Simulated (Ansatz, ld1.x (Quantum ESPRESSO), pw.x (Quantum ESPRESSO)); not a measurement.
# From atom to crystal: PAW potential for chromium (Cr)

```
Element                 : Cr (Z = 24)
Generator               : ld1.x (Quantum ESPRESSO) 7.5
Type                    : PAW
Functional              : LDA (PW92)
Relativity              : scalar-relativistic
Frozen core             : [Ar]
Valence charge          : 6
Reference configuration : 3d5 4s0.5 4p0 (charge +0.5)
Partial waves           : 4s (bound): rcut 2.00, rcutus 2.50 bohr; 4s channel at 1 Ry: rcut 2.00, rcutus 2.50 bohr; 4p (bound, empty): rcut 2.25, rcutus 2.75 bohr; 4p channel at 0.8 Ry: rcut 2.25, rcutus 2.75 bohr; 3d (bound): rcut 1.75, rcutus 2.15 bohr; 3d channel at 0.05 Ry: rcut 1.75, rcutus 2.15 bohr
Local potential         : all-electron potential smoothed inside 1.90 bohr (lloc = -1)
Core correction         : a·sin(br)/r model core inside 2.56 bohr
Augmentation charge     : BESSEL, radius 1.35 bohr
```

Atomic tests: cutoffs needed: 21 Ry and 35 Ry (the cutoffs (Ry, on a coarse ladder) from which the occupation-weighted sum of valence levels, in a spherical-Bessel basis at the reference potential, stays within 10 and 1 mRy of its value at 400 Ry); ghost test: no extra level below or beside the all-electron valence levels (s, p, d, f tested) (spherical-Bessel basis up to 400 Ry, 20 bohr box); configuration tests: 1 of 9 tests not solved or not reliable.

Crystal test: bcc Cr in pw.x 7.5, no spin, 16³ k-points, Fermi–Dirac smearing 0.01 Ry, cutoffs 45/360 Ry. The reference is all-electron LAPW (Ansatz 0.2.0) with the same functional, mesh and smearing; V0 and B0 come from Birch–Murnaghan fits to the pressures at five volumes. Errors are pseudo minus all-electron; Δ is the rms difference of the E(V) curves that follow from these fits, minima aligned, over ±6 % about the mean V0. Mesh and smearing are coarse, so the numbers serve the comparison and aren't converged zero-temperature values; the lattice is a test structure that the element need not adopt. Spin polarisation and strong correlation are left out, which matters for this element.

```
V (Å³/atom)  P all-electron (GPa)  P pseudo (GPa)
     10.303                 17.25           11.68
     10.574                  8.16            2.88
     10.845                  0.16           -4.83
     11.116                 -6.86          -11.57
     11.387                -13.03          -17.46
```

All-electron: a0 = 2.789 Å (V0 = 10.85 Å³/atom), B0 = 298.7 GPa.

Pseudopotential: mean pressure error (GPa): -5.00; a0 (Å): 2.774; a0 error (%): -0.56; B0 error (%): +3.4; Δ (meV/atom): 11.9. The largest radius (2.75 bohr) exceeds half the bond length (2.28 bohr), so the spheres overlap, which is one possible source of error among others. This is a poor potential for the solid. Atomic configuration tests: 1 of 9 tests not solved or not reliable.

At the middle volume, how do free energy and pressure move when the wave cutoff is lowered (ecutrho held at 360 Ry)?

```tsv
cutoff (Ry)	shift of F (meV/atom)	shift of P (GPa)
20	+80.6	-7.08
27	+25.3	-0.06
36	+1.6	-0.22
```

The run at the middle volume (145 k-points, 10 iterations) took about 6.4 s on one core of a shared host (Neoverse-V1, 64 threads, 503 GiB, load 18).
